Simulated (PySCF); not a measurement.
Species: carbonyl fluoride, CF2O.
Atom-mapped SMILES: `[O:1]=[C:2]([F:3])[F:4]`

Cartesian coordinates in Å at the PBE0-D3(BJ)/def2-SVP level; atoms count from 1:
```
atom  x, y, z in Å
O1    -0.3473    1.0568    0.7936
C2    -0.0629    0.0280    0.3117
F3     0.9437   -0.7310    0.6569
F4    -0.6988   -0.5626   -0.6650
```

The calculation used PBE0-D3(BJ)/def2-SVP geometry optimisation, gas phase in PySCF.

Take the most abundant isotopes and a rigid rotor. 

Q: Give the principal moments of inertia and the rotational constants in GHz.

A: Ia = 42.49, Ib = 42.69, Ic = 85.18 u·Å²; 505379 MHz·u·Å²/I gives 11895, 11838 and 5933 MHz, that is A = 11.895, B = 11.838, C = 5.9332 GHz.

Q: What kind of rotor is it?

A: A near-oblate asymmetric top. Ray's parameter κ = (2B − A − C)/(A − C) = 0.981; −1 is the prolate and +1 the oblate limit.

Q: Is it planar, by Δ = Ic − Ia − Ib?

A: Planar: Δ = Ic − Ia − Ib = 0.00 u·Å². For a rigid frame Δ = −2 Σ m c², so it vanishes when all atoms lie in the ab plane; here none is more than 0.01 Å from it.

Q: Predict some low-J microwave lines.

A: The dipole components are |μa| = 1.09 D, |μb| = 0.23 D, |μc| = 0.00 D; the mirror of this C2v structure is the ab plane, so μc vanishes by symmetry and there are no c-type lines. The squared components, which scale the intensities, stand as 1.00 : 0.05 (a : b). Some lines, for components of 0.1 D or more:

| type | branch | J(Ka,Kc) | MHz | lower level (cm⁻¹) |
| --- | --- | --- | --- | --- |
| a | Q | 3(3,0) ← 3(3,1) | 5763 | 4.558 |
| b | Q | 3(3,0) ← 3(2,1) | 6107 | 4.546 |
| b | Q | 5(5,0) ← 5(4,1) | 6375 | 11.663 |
| a | Q | 5(4,1) ← 5(4,2) | 17371 | 11.083 |
| b | Q | 5(4,1) ← 5(3,2) | 17386 | 11.083 |
| a | Q | 4(3,1) ← 4(3,2) | 17514 | 7.125 |
| b | R | 1(1,1) ← 0(0,0) | 17828 | 0.000 |
| b | Q | 4(4,1) ← 4(3,2) | 18088 | 7.125 |
| b | R | 2(0,2) ← 1(1,1) | 29637 | 0.595 |
| a | Q | 5(3,2) ← 5(3,3) | 29656 | 10.093 |
| b | Q | 3(2,2) ← 3(1,3) | 29667 | 2.969 |
| b | Q | 4(3,2) ← 4(2,3) | 29668 | 6.135 |
| b | Q | 5(4,2) ← 5(3,3) | 29670 | 10.093 |
| a | Q | 5(2,3) ← 5(2,4) | 41532 | 8.708 |
| b | Q | 5(3,3) ← 5(2,4) | 41532 | 8.708 |
| b | R | 3(1,3) ← 2(0,2) | 41533 | 1.583 |
| b | R | 2(2,1) ← 1(1,0) | 41619 | 0.792 |
| b | Q | 5(1,4) ← 5(0,5) | 53399 | 6.927 |
| a | R | 4(1,4) ← 3(1,3) | 53399 | 2.969 |
| a | R | 4(1,3) ← 3(1,2) | 65267 | 3.958 |
| a | R | 5(1,4) ← 4(1,3) | 77132 | 6.135 |
| b | R | 5(2,4) ← 4(1,3) | 77132 | 6.135 |
| a | R | 4(2,2) ← 3(2,1) | 77298 | 4.546 |
| a | R | 5(3,3) ← 4(3,2) | 88996 | 7.125 |
| b | R | 5(3,3) ← 4(2,2) | 89002 | 7.125 |
| b | R | 4(4,1) ← 3(3,0) | 89285 | 4.750 |
| b | R | 5(3,2) ← 4(2,3) | 148319 | 6.135 |

PBE0-D3(BJ)/def2-SVP frequencies: not computed here. No vibrational averaging or centrifugal distortion is included, and the geometry carries the error of its method.
